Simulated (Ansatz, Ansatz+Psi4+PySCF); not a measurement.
```xyz
4

C     0.0000    0.0000    0.6081
C     0.0000    0.0000   -0.6081
H     0.0000    0.0000   -1.7240
H     0.0000    0.0000    1.7240
```

Basis set: cc-pVTZ (spherical functions). Frozen core: 2 orbitals. Charge 0, multiplicity 1.

Computed with Ansatz (development build ahead of 0.2.0); each method stands on the lowest determinant of its kind that the runs found. Restricted open shells among the atoms or ions are ROHF, correlated in semicanonical orbitals with singles.

The atomization energy at this shape (free ground-state atoms in the same class of orbitals less the molecule, no zero-point energy) of singlet C2H2:

| method | atomization energy |
| --- | --- |
| RHF-CCSD(T) | 16.95 eV |
| RHF | 12.77 eV |

**Question.** What does RHF-MP2 give?

**Answer.** 17.38 eV.
